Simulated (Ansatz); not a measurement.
Ansatz (a program for electronic structure) input (B3LYP-D3(BJ)/def2-TZVP):

Ansatz 0.2 input:
```yaml
crystal:
  periodic: [false, false, false]
  atoms:
    - {symbol: O, position_ang: [0.39072484, 1.68600085, 0.35817183]}
    - {symbol: C, position_ang: [0.12888683, 0.51335861, 0.11311482]}
    - {symbol: N, position_ang: [1.12592025, -0.39447110, -0.13178860]}
    - {symbol: C, position_ang: [-1.20153922, -0.00764752, 0.05630992]}
    - {symbol: H, position_ang: [0.94085145, -1.36420052, -0.31030519]}
    - {symbol: H, position_ang: [-1.39914883, -1.04137216, -0.15921022]}
    - {symbol: H, position_ang: [-2.02496593, 0.65687852, 0.23753892]}
    - {symbol: H, position_ang: [2.07979501, -0.08029930, -0.08848327]}
basis:
  gaussian:
    orbitals: def2-TZVP
hamiltonian:
  xc: b3lyp
  dispersion: d3bj
magnetization: {spin_polarized: true, initial_magnetization: 1}
relax: {f_tol: 0.002, max_steps: 150}
```

End of the output:

```
mean field -5677.48006410 eV, -208.6435440214 hartree, gradient 1.8e-5 eV, S^2 0.756736; 0 other end points of the search recorded, 0 dependent functions left out
the calculation of the forces begins
reference -5677.48028467 eV, -208.6435521272 hartree; 16, 15 occupied and 132, 133 virtual orbitals, 842 factors
relax step   8: F+E_penalty+E_count = -5677.69170014 eV  Δ(F+E_penalty+E_count) = +2.340e-5 eV  max|allowed force component| = 6.593e-2 eV/Å  Δτ_max = 0.0280 Å  (37 SCF iters, rejected (line search))
these checks for a lower state are left out or cut short: starts, cluster_reference, orbital_swaps, neighbouring_geometries, increment
integrals: 0.05 GiB planned
842 factors; their error is unknown
mean field: 0.67 GiB planned
mean field -5677.48018591 eV, -208.6435484979 hartree, gradient 1.3e-5 eV, S^2 0.756677; 0 other end points of the search recorded, 0 dependent functions left out
the calculation of the forces begins
reference -5677.48040628 eV, -208.6435565965 hartree; 16, 15 occupied and 132, 133 virtual orbitals, 842 factors
relax step   9: F+E_penalty+E_count = -5677.69180239 eV  Δ(F+E_penalty+E_count) = -7.885e-5 eV  max|allowed force component| = 1.561e-2 eV/Å  Δτ_max = 0.0140 Å  (39 SCF iters, accepted)
these checks for a lower state are left out or cut short: starts, cluster_reference, orbital_swaps, neighbouring_geometries, increment
integrals: 0.05 GiB planned
842 factors; their error is unknown
mean field: 0.67 GiB planned
mean field -5677.48016245 eV, -208.6435476359 hartree, gradient 1.2e-5 eV, S^2 0.756693; 0 other end points of the search recorded, 0 dependent functions left out
the calculation of the forces begins
reference -5677.48038291 eV, -208.6435557374 hartree; 16, 15 occupied and 132, 133 virtual orbitals, 842 factors
relax step  10: F+E_penalty+E_count = -5677.69180497 eV  Δ(F+E_penalty+E_count) = -2.580e-6 eV  max|allowed force component| = 1.824e-2 eV/Å  Δτ_max = 0.0072 Å  (38 SCF iters, accepted)
these checks for a lower state are left out or cut short: starts, cluster_reference, orbital_swaps, neighbouring_geometries, increment
integrals: 0.05 GiB planned
842 factors; their error is unknown
mean field: 0.67 GiB planned
mean field -5677.48019003 eV, -208.6435486492 hartree, gradient 1.2e-5 eV, S^2 0.756694; 0 other end points of the search recorded, 0 dependent functions left out
the calculation of the forces begins
reference -5677.48041048 eV, -208.6435567507 hartree; 16, 15 occupied and 132, 133 virtual orbitals, 842 factors
relax step  11: F+E_penalty+E_count = -5677.69182026 eV  Δ(F+E_penalty+E_count) = -1.529e-5 eV  max|allowed force component| = 1.297e-3 eV/Å  Δτ_max = 0.0017 Å  (39 SCF iters, accepted)
integrals: 0.05 GiB planned
842 factors; their error is unknown
mean field: 0.67 GiB planned
mean field evaluation 96: about -5677.4802 eV, gradient 1.2e-5 eV
mean field -5677.48019003 eV, -208.6435486492 hartree, gradient 1.2e-5 eV, S^2 0.756694; 1 other end points of the search recorded, 0 dependent functions left out
the calculation of the forces begins
reference -5677.48041048 eV, -208.6435567507 hartree; 16, 15 occupied and 132, 133 virtual orbitals, 842 factors
Total energy: -5677.69204071 eV, -208.6513340183 hartree
Atom 0 at     0.378061     1.681641     0.359361 Å, force    -0.000355    -0.000341    -0.000207 eV/Å
Atom 1 at     0.139728     0.506994     0.100047 Å, force     0.001117     0.001297     0.000662 eV/Å
Atom 2 at     1.141223    -0.387621    -0.186905 Å, force    -0.000937    -0.000513    -0.000206 eV/Å
Atom 3 at    -1.215244    -0.012226     0.055210 Å, force     0.000903    -0.000790    -0.000206 eV/Å
Atom 4 at     0.966726    -1.373394    -0.261034 Å, force     0.000047    -0.000023    -0.000167 eV/Å
Atom 5 at    -1.438539    -1.042186    -0.189011 Å, force    -0.000105     0.000084     0.000123 eV/Å
Atom 6 at    -2.022014     0.670651     0.270855 Å, force    -0.000007     0.000114    -0.000139 eV/Å
Atom 7 at     2.090585    -0.075612    -0.073176 Å, force    -0.000664     0.000172     0.000139 eV/Å
Dipole moment:    -0.015766    -0.806174    -0.112558 e Å
```

It need not be the lowest isomer of its formula.
